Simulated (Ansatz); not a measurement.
Results of BLYP in Ansatz (plane waves, PAW) for Cu3AsS4 (Pmn2₁, No. 31).

Settings: plane-wave cutoff 520 eV, 6×6×6 k mesh, Fermi–Dirac smearing 0.01 eV, no spin polarisation, scalar-relativistic PAW data made under PBE.

Equation-of-state points:

```csv
V (Å³/atom),E − E_lowest (meV/atom),P (GPa)
19.283,6.36,2.627
19.685,1.54,1.243
20.086,0.00,0.008
20.488,1.38,-1.090
20.890,5.37,-2.073
```

Task: Estimate the bulk modulus from the pressures at 19.685 and 20.488 Å³/atom, and compare it with a fit to all energies.

Result: B = −V dP/dV. Between V = 19.685 and 20.488 Å³/atom, dP/dV = (-1.090 − (1.243))/(20.488 − 19.685) = -2.91 GPa per Å³/atom; at the midpoint 20.087 Å³/atom this gives B ≈ 58.4 GPa. The third-order Birch–Murnaghan fit gives V0 = 20.090 Å³/atom, B0 = 58.1 GPa, B′ = 4.7, which lies within 1 % of that estimate.

Shape and atoms are relaxed at each volume.

Note: the gap of the solid is closed in this run; the volume lies 10 % above that of the published cell; this level leaves the solid without a gap, although one is measured; the bulk modulus comes from volumes at which shape and atoms were relaxed.

Ansatz is a first-principles code.
